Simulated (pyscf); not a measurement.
Multi-bond step: disiloxane (H₃Si–O–SiH₃) + water (H₂O) → silylene (SiH₂) [singlet] + silanol (HO–SiH₃) + water (H₂O)

Gas phase, singlet surface, charge 0. Bonds broken: Si1–O2, Si1–H11, H4–O10. Bonds formed: O2–H4, O10–H11. Single points on ωB97X-D3(BJ)/def2-SVP structures (PySCF, gas phase).

Transition state (Å):

```xyz
12

Si     1.0355    -0.5747     0.0413
O     -0.7135    -0.1705     0.4867
Si    -1.2811     1.2918     1.0937
H     -1.2625    -1.1431    -0.1552
H      1.4834     0.7836    -0.4580
H      1.6619    -0.5688     1.4194
H     -2.7222     1.1092     1.4289
H     -0.5098     1.6426     2.3160
H     -1.1383     2.3673     0.0745
O     -1.2327    -2.0809    -0.8065
H     -0.1394    -1.9415    -0.8579
H     -1.3549    -2.8435    -0.2201
```

One imaginary mode, 1009i cm⁻¹; descent along it reached the two sides named, in the forms told below.

```tsv
bond	change	reactant side (Å)	saddle	product side
Si1–O2	breaks	1.680	1.850	1.958
Si1–H11	breaks	1.489	2.014	2.6
H4–O10	breaks	0.969	1.142	1.611
O2–H4	forms	2.018	1.288	1.006
O10–H11	forms	2.9	1.103	0.981
```

Electronic energies relative to the separated reactants (kcal/mol):

| level | barrier | reaction energy | reverse barrier |
|---|---|---|---|
| ωB97X-D3(BJ)/def2-TZVP | 56.9 | +85.7 | -28.8 |
| PBE/def2-TZVP | 45.9 | +77.9 | -32.0 |
| r²SCAN/def2-TZVP | 51.9 | +85.6 | -33.7 |
| B3LYP-D3(BJ)/def2-TZVP | 53.9 | +81.4 | -27.5 |
| PBE0-D3(BJ)/def2-TZVP | 50.6 | +82.4 | -31.9 |
| M06-2X/def2-TZVP | 55.7 | +82.4 | -26.7 |
| ωB97M-D3(BJ)/def2-TZVP | 55.6 | +79.7 | -24.2 |
| HF/def2-TZVP | 80.8 | +82.0 | -1.2 |

With ωB97M-D3(BJ)/def2-TZVP energies and thermal terms (ideal gas, 1 atm, RRHO with modes under 100 cm⁻¹ raised to 100, one conformer, R ln 2 for chiral ones without a mode under 150 cm⁻¹), in kcal/mol:

| T (K) | ΔH‡ | ΔG‡ | ΔH | ΔG |
|---|---|---|---|---|
| 298 | 54.1 | 65.4 | +77.7 | +67.2 |
| 600 | 54.1 | 76.9 | +77.6 | +56.6 |
| 900 | 54.7 | 88.1 | +76.8 | +46.3 |
| 1200 | 55.5 | 99.2 | +75.7 | +36.3 |

On the product side the descent ends in an adduct with a O–Si contact, 36.2 kcal/mol under the separated species and 7.5 kcal/mol under the saddle at ωB97X-D3(BJ)/def2-TZVP. At ωB97X-D3(BJ), PBE, r²SCAN, B3LYP-D3(BJ), PBE0-D3(BJ), M06-2X, ωB97M-D3(BJ), HF the saddle lies under the separated products, which points to a path from their complex (located at ωB97X-D3(BJ) alone), and parting the products costs more than the saddle. What is counted as broken (O–Si) persists as a longer contact in the product adduct; parting that adduct is a step of its own. The same reactants have a lower exit, to HO–SiH₂–O–SiH₃ + H₂ (barrier +33.8 kcal/mol at ωB97M-D3(BJ), against +55.6 kcal/mol here). This is the saddle that the search found; another between the same sides may lie lower.
